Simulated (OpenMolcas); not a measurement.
# CH6BO− ([B(OMe)H3]-): levels of theory compared

Aim: a comparison of 6 runs (HF/STO-3G, HF/def2-SVP, HF/def2-TZVP, SVWN5/pc-0, B3LYP/def2-TZVP, CCSD/6-31G) of CH6BO− ([B(OMe)H3]-). 

The calculation is run with OpenMolcas 26.06.

5 further runs of the same task are left out: 1 that didn't finish, 4 set aside as unsound or not needed.

## (1) The molecule

The species is CH6BO− (9 atoms), meant as a singlet with charge -1. As SMILES, `[H][B-]([H])([H])OC`. The coordinates come from a GFN2-xTB relaxation.

Bond lengths: B1–O2 1.521 Å, O2–C3 1.363 Å, C3–H4 1.111 Å, C3–H5 1.106 Å, C3–H6 1.111 Å, B1–H7 1.235 Å, B1–H8 1.212 Å, B1–H9 1.235 Å. Some angles: B1–O2–C3 113.1°, O2–B1–H7 110.1°, O2–B1–H8 106.6°, O2–B1–H9 110.1°, O2–C3–H4 112.8°, O2–C3–H5 109.6°, O2–C3–H6 112.7°, H7–B1–H8 110.7°, H7–B1–H9 108.7°, H8–B1–H9 110.7°.

## (2) Energy and gradient at HF/STO-3G (run 1)

run.input reads:

```
&GATEWAY
  BasLib
  $CurrDir
  BasisSet
  B.STO-3G....
  B1 -0.386150 0.614300 -0.974770 angstrom
  End of Basis
  BasisSet
  O.STO-3G....
  O2 -0.355250 0.555070 0.544390 angstrom
  End of Basis
  BasisSet
  C.STO-3G....
  C3 0.327350 -0.522760 1.024140 angstrom
  End of Basis
  BasisSet
  H.STO-3G....
  H4 -0.106050 -1.489310 0.690250 angstrom
  H5 0.310150 -0.511210 2.129510 angstrom
  H6 1.391020 -0.534720 0.703660 angstrom
  H7 0.764650 0.670900 -1.420030 angstrom
  H8 -1.008470 1.611420 -1.270020 angstrom
  H9 -0.937270 -0.393690 -1.427130 angstrom
  End of Basis

&SEWARD

&SCF
  Charge
  -1
  Thresholds
  1e-10 1e-07 1e-07 1e-05
  PrOrbitals
  1

&ALASKA
```

The basis set STO-3G is read from a file made from the Basis Set Exchange's data (not shown).

On the command line:

```sh
$ export MOLCAS_MEM=1860
$ pymolcas run.input > run.log
```

Log:

```text
--- Start Module: gateway ---
[...]
--- Stop Module: gateway /rc=_RC_ALL_IS_WELL_ ---
[...]
      Basis functions           21
[...]
--- Start Module: scf ---
[...]
       Convergence after  13 Iterations
[...]
::    Total SCF energy                               -139.0048637538
[...]
      Total spin, S                                     0.0000000000
[...]
      Total electronic charge=   26.000000
      Total            charge=   -1.000000
[...]
      Dipole Moment (debye):
      Origin of the operator (angstrom)=   -0.1240    0.1935    0.2146
                   X=  1.2315E+00               Y= -1.9694E+00               Z=  3.9841E+00           Total=  4.6118E+00
      Center of Charge (angstrom)
[...]
--- Stop Module: scf /rc=_RC_ALL_IS_WELL_ ---
--- Start Module: alaska ---
[...]
 *              Molecular gradients               *
 **************************************************
  Irreducible representation: a
 ------------------------------------------------------------------------------------------
                              X                       Y                       Z
 ------------------------------------------------------------------------------------------
  B1               -5.21248091350102E-03    7.69190028973354E-03    4.07850544810717E-03
  O2                2.84711271693840E-02   -4.49877502317060E-02    3.31724185467710E-02
  C3               -2.28861001232628E-02    3.56578132306220E-02   -5.89038071890080E-03
  H4               -6.24509903194848E-03   -1.66423732146459E-03   -6.64089685126601E-03
  H5               -2.87266508629247E-03    4.46677702744158E-03    3.32897449589042E-03
  H6                4.44559490474017E-03    5.05608330333962E-03   -6.58776206698553E-03
  H7                2.64098090855742E-02    3.42326656335157E-04   -9.03471234188191E-03
  H8               -1.04141767489077E-02    1.67588445181099E-02   -3.27940684339190E-03
[...]
--- Stop Module: alaska /rc=_RC_ALL_IS_WELL_ ---
[...]
```

Run time: 1.6 s. Hardware: 1 thread of Arm Neoverse V2, shared host; peak memory 0.37 GiB.

## (3) Energy and forces at HF/def2-SVP (run 2)

job.inp reads:

```
&gateway
  baslib=$CurrDir
  coord
  9
  angstrom
  B       -0.386150       0.614300      -0.974770
  O       -0.355250       0.555070       0.544390
  C        0.327350      -0.522760       1.024140
  H       -0.106050      -1.489310       0.690250
  H        0.310150      -0.511210       2.129510
  H        1.391020      -0.534720       0.703660
  H        0.764650       0.670900      -1.420030
  H       -1.008470       1.611420      -1.270020
  H       -0.937270      -0.393690      -1.427130
  basis=def2-SVP
  group=NoSym

&seward

&scf
  charge=-1
  thresholds=1e-10 1e-07 1e-07 1e-05
  prorbitals=1 2

&alaska
```

The basis set def2-SVP is read from a file made from the Basis Set Exchange's data (not shown).

On the command line:

```sh
$ export MOLCAS_MEM=1860
$ pymolcas job.inp > job.log
```

Log:

```text
--- Start Module: gateway ---
[...]
--- Stop Module: gateway /rc=_RC_ALL_IS_WELL_ ---
[...]
      Basis functions           72
[...]
--- Start Module: scf ---
[...]
       Convergence after  16 Iterations
[...]
::    Total SCF energy                               -140.7921838692
[...]
      Total spin, S                                     0.0000000000
[...]
      Total electronic charge=   26.000000
      Total            charge=   -1.000000
[...]
      Dipole Moment (debye):
      Origin of the operator (angstrom)=   -0.1240    0.1935    0.2146
                   X=  1.3559E+00               Y= -2.1651E+00               Z=  4.0791E+00           Total=  4.8131E+00
      Center of Charge (angstrom)
[...]
--- Stop Module: scf /rc=_RC_ALL_IS_WELL_ ---
[...]
--- Start Module: alaska ---
[...]
 *              Molecular gradients               *
 **************************************************
  Irreducible representation: a
 ------------------------------------------------------------------------------------------
                              X                       Y                       Z
 ------------------------------------------------------------------------------------------
  B1               -7.15493907105791E-05   -1.18446140251471E-05   -2.40616634230886E-02
  O2               -5.77156901662423E-03    9.00614386003351E-03    1.17299655719578E-02
  C3                3.20613362023936E-03   -5.39305530342915E-03   -2.42155898480867E-04
  H4               -2.22082764041831E-03   -2.77190680096773E-03   -2.65197554449270E-03
  H5               -1.80054658569104E-03    2.81656127208707E-03    1.89250991957213E-03
  H6                3.66324428137510E-03    9.18142100773733E-04   -2.65125562354962E-03
  H7               -8.43331140203007E-03   -8.87908229306011E-04    4.36932487603237E-03
  H8                6.90667320948757E-03   -1.10395742587956E-02    7.12160638397585E-03
[...]
--- Stop Module: alaska /rc=_RC_ALL_IS_WELL_ ---
[...]
```

Run time: 4.2 s. Hardware: 1 thread of Arm Neoverse V2, shared host; peak memory 0.42 GiB.

Runs 3 to 5 aren't shown in full; the table further down has their settings and results.

## (4) A single-point energy at CCSD/6-31G (run 6)

test.input reads:

```
* CH6BO CCSD
&GATEWAY
BASLIB
$CurrDir
BASISSET
B.6-31G....
B1 -0.386150 0.614300 -0.974770 angstrom
End of Basis
BASISSET
O.6-31G....
O2 -0.355250 0.555070 0.544390 angstrom
End of Basis
BASISSET
C.6-31G....
C3 0.327350 -0.522760 1.024140 angstrom
End of Basis
BASISSET
H.6-31G....
H4 -0.106050 -1.489310 0.690250 angstrom
H5 0.310150 -0.511210 2.129510 angstrom
H6 1.391020 -0.534720 0.703660 angstrom
H7 0.764650 0.670900 -1.420030 angstrom
H8 -1.008470 1.611420 -1.270020 angstrom
H9 -0.937270 -0.393690 -1.427130 angstrom
End of Basis
&SEWARD
&SCF
CHARGE
-1
THRESHOLDS
1e-10 1e-07 1e-07 1e-05
PRORBITALS
0
&RASSCF
FILEORB
$Project.ScfOrb
SPIN
1
NACTEL
0 0 0
INACTIVE
13
RAS2
0
OUTORBITALS
Canonical
ORBLISTING
Few
&MOTRA
JOBIPH
FROZEN
3
&CCSDT
CCSD
ITERATIONS
80
ACCURACY
1e-08
EXTRAPOLATION
5 4
```

The basis set 6-31G is read from a file made from the Basis Set Exchange's data (not shown).

On the command line:

```sh
$ export MOLCAS_MEM=1860
$ pymolcas test.input > test.log
```

Log:

```text
--- Start Module: gateway ---
[...]
--- Stop Module: gateway /rc=_RC_ALL_IS_WELL_ ---
[...]
      Basis functions           39
[...]
       Convergence after  16 Iterations
[...]
::    Total SCF energy                               -140.8279670651
[...]
      Total spin, S                                     0.0000000000
[...]
      Number of active orbitals                  0
[...]
      Spin quantum number                      0.0
[...]
      Active orbitals                            0
[...]
      Number of CSFs                             1
[...]
      Number of root(s) required                 1
[...]
      Convergence after  4 iterations
[...]
      Natural orbitals and occupation numbers for root  1
      ************************************************************************************************************************
      *                                                    Final results                                                     *
      ************************************************************************************************************************
[...]
::    RASSCF root number  1 Total energy:   -140.82796707
[...]
      Total electronic charge=   26.000000
      Total            charge=   -1.000000
[...]
      Dipole Moment (debye):
      Origin of the operator (angstrom)=   -0.1240    0.1935    0.2146
                   X=  1.5285E+00               Y= -2.4359E+00               Z=  3.8060E+00           Total=  4.7703E+00
      Center of Charge (angstrom)
[...]
--- Start Module: motra ---
[...]
      *** WARNING: Default frozen orbitals is overwritten by user input.
      *** Default values:   3
[...]
--- Stop Module: motra /rc=_RC_ALL_IS_WELL_ ---
--- Start Module: ccsdt ---
[...]
      Convergence after                    15  Iterations
      Total energy (diff) :    -141.14455870      -0.00000001
[...]
--- Stop Module: ccsdt /rc=_RC_ALL_IS_WELL_ ---
[...]
```

It took 3.3 s on 1 thread of Arm Neoverse V2, shared host; peak memory 0.37 GiB.

## (5) The series

| run | level | integral approximation | SCF convergence threshold | energy (Eh) | HOMO energy (eV) | LUMO energy (eV) | HOMO–LUMO gap (eV) | wall time |
| --- | --- | --- | --- | --- | --- | --- | --- | --- |
| 1 | HF/STO-3G | none | 1e-10 | -139.004864 | -0.77 | 23.54 | 24.31 | 1.6 s |
| 2 | HF/def2-SVP | none | 1e-10 | -140.792184 | -4.32 | 9.68 | 14.00 | 4.2 s |
| 3 | HF/def2-TZVP | none | 1e-10 | -140.958806 | -4.52 | 8.18 | 12.70 | 26 s |
| 4 | SVWN5/pc-0 (RICD fitting, PCM cyclohexane) | RICD aCD | – | -140.248535 | -1.66 | 4.96 | 6.61 | 5.4 s |
| 5 | B3LYP/def2-TZVP | none | 1e-10 | -141.888834 | -0.76 | 5.50 | 6.26 | 80 s |
| 6 | CCSD/6-31G | none | 1e-10 | -141.144559 | -4.15 | 11.51 | 15.66 | 3.3 s |

## (6) What came out

| quantity | value |
| --- | --- |
| run 6: total energy | -141.14456 Eh |
| run 6: HOMO energy (Hartree–Fock orbitals) | -4.15 eV |
| run 6: LUMO energy (Hartree–Fock orbitals) | 11.51 eV |
| run 6: HOMO–LUMO gap (to an unbound level, set by the basis) | 15.66 eV |
| run 6: correlation energy (3 core orbitals frozen) | -316.6 mEh |

In words: Over runs 1, 2, 3, 4, 5 the HOMO–LUMO gap runs from 6.26 eV (B3LYP/def2-TZVP) to 24.31 eV (HF/STO-3G). The two ends differ in method and basis. The empty levels of an anion lie above zero and hang on the basis. Totals of different functionals can't be ranked against each other. In run 1 the basis is minimal, so the values are rough. All runs together took 2 min, the longest 80 s.
